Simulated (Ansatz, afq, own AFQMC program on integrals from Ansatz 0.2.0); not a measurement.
Two steps: Ansatz 0.2.0 writes the Fock matrix and Cholesky factors of the valence space, and afq projects on them the lowest state that overlaps trial and start.

```yaml
crystal:
  periodic: [false, false, false]
  atoms:
    - {symbol: S, position_ang: [-0.732376, 1.027719, 1.292047]}
    - {symbol: Ti, position_ang: [-0.097750, -0.492174, -0.637738]}
    - {symbol: Cl, position_ang: [-0.568562, -2.536311, -1.418714]}
    - {symbol: Cl, position_ang: [1.006827, 1.575942, -0.849443]}
    - {symbol: H, position_ang: [-1.639240, 1.751024, 0.590848]}
basis:
  gaussian: {orbitals: def2-TZVP}
magnetization: {spin_polarized: true, initial_magnetization: 3}
correlation: {method: ccsd_t, electrons: outside_noble_gas, hamiltonian_folder: ham}
```

```sh
$ ansatz run in.yaml --threads 2 --pin off --events-out ev --progress --plain --max-ram 34560MiB --backend cuda --devices 0, --max-vram 37GiB
```

Options of the walk:

```
--method phaseless --trial cisd --walkers 400 --populations 10 --least-time 60 --time-step 0.005 --steps-per-block 50 --equilibration-blocks 40 --max-blocks 4000 --target-error 0.0003 --factor-cut 1e-05 --start spin_pure --seed 4311 --release-times 0.24,0.48,0.8,1.2 --release-step 0.04 --release-every 5 --taylor-order 6
```

Times are imaginary, in 1/Eh. The walk had a cap of 339 s. With eight or more populations the least sampling time is a fifth of least-time, and the error comes from their spread.

Log:

```
orbitals 138  electrons 14 11  factors 1016 of 1087
reference energy -2165.71884158 Eh
CCSD correlation -0.64968778 Eh in 37 cycles, weight of the determinant in the CISD state 0.7465
energy of the start -2166.366722 Eh
 block  time / (1/Eh)  mean weight  energy / Eh
     1     0.250  1.0004  -2166.341070
     2     0.500  0.9998  -2166.353660
     3     0.750  1.0005  -2166.368073
     4     1.000  1.0009  -2166.375851
     5     1.250  0.9993  -2166.380861
     8     2.000  0.9979  -2166.392522
    13     3.250  0.9999  -2166.391770
    25     6.250  0.9989  -2166.398489
    37     9.250  1.0006  -2166.392340
    49    12.250  1.0002  -2166.405542
    61    15.250  0.9994  -2166.396433
    69    17.250  1.0007  -2166.409788
    73    18.250  1.0012  -2166.399476
    85    21.250  0.9995  -2166.397865
    97    24.250  1.0019  -2166.399611
   109    27.250  1.0009  -2166.399783
   121    30.250  1.0005  -2166.388325
   133    33.250  1.0008  -2166.391559
   145    36.250  1.0000  -2166.405102
   157    39.250  1.0012  -2166.400373
   169    42.250  0.9989  -2166.402543
   181    45.250  0.9988  -2166.401268
   189    47.250  1.0014  -2166.398606
error from the spread of 10 populations
released: time / (1/Eh)  energy / Eh  error  mean overlap
  0.24  -2166.400908  0.000633  1.0054
  0.48  -2166.402552  0.001151  0.9991
  0.80  -2166.404297  0.001159  0.9884
  1.20  -2166.405507  0.002203  0.9608
energy -2166.400781 +/- 0.000634 Eh
(rows thinned)
```

The run passed its tests (sampling time, drift between the halves within three errors, error under three times the target), which doesn't prove that it has relaxed, ending at its cap on processor time.

Against this walk (error 17.2 meV) on the same determinant: CCSD(T) 75.7 meV higher. The error is statistical and leaves out the bias of the constraint. None of these is a sure reference here. The released energies are still falling (meV from the phaseless value at times in 1/Eh: -3 ± 17 at 0.24, -48 ± 31 at 0.48, -96 ± 32 at 0.80, -129 ± 60 at 1.20), so they give no level.

Cautions: constraint bias not in the error; error above the target (17.2 against 8.2 meV); no relativity below Rb; outer-core shells of the metal frozen; higher spins were not checked.

The walk took 5.7 min on 1 × NVIDIA H100 80GB HBM3 with 4 threads of AMD EPYC 7R13 Processor (Zen 3) (shared host) (the card was shared). The log's last line is the phaseless energy.
